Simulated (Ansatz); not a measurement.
The first iterations of a band of CH3BCl (6 atoms, charge -1, multiplicity 1).

The calculation used Ansatz 0.2.0, RKS r2SCAN-D4/def2-SVP.

| Quantity | Value |
| --- | --- |
| movable images | 7 |
| climbing image | yes |
| spring | 5.0 eV/Å² |
| optimiser | quadratic models (default) |
| start path | IDPP |
| force threshold | 0.05 eV/Å |
| iteration limit | 38 |
| end points | relaxed |

Initial state:

```xyz
6
Properties=species:S:1:pos:R:3
C -0.468 0.076 -0.669
B 0.493 -0.089 0.397
Cl 0.002 0.068 2.222
H -1.534 0.300 -0.513
H -0.181 -0.017 -1.728
H 1.688 -0.338 0.291
```

Final state:

```xyz
6
Properties=species:S:1:pos:R:3
C -0.469 0.076 -0.669
B 0.494 -0.089 0.397
Cl 0.002 0.066 2.221
H -0.181 -0.015 -1.728
H -1.534 0.299 -0.511
H 1.688 -0.337 0.290
```

| iteration | highest image above the first end (eV) | largest band force component (eV/Å) |
| --- | --- | --- |
| 1 | 2.174 | 0.931 |
| 2 | 2.019 | 0.996 |
| 3 | 1.941 | 0.496 |

Problem. Does the band converge within its limit, and where does its top end?

Solution. The run converged. It ended after 9 iterations with the highest image 1.823 eV above the first end. A vibrational analysis at the climbing image gives one clearly imaginary mode, 871i cm⁻¹: a first-order saddle point. Limits of this set-up: an anion without diffuse functions, the dipole of an ion depends on the origin.

Run time: 4.1 min on 1 thread of Intel(R) Xeon(R) Processor @ 2.50GHz (Skylake/Cascade Lake), with other jobs on the host, peak memory 0.12 GiB.
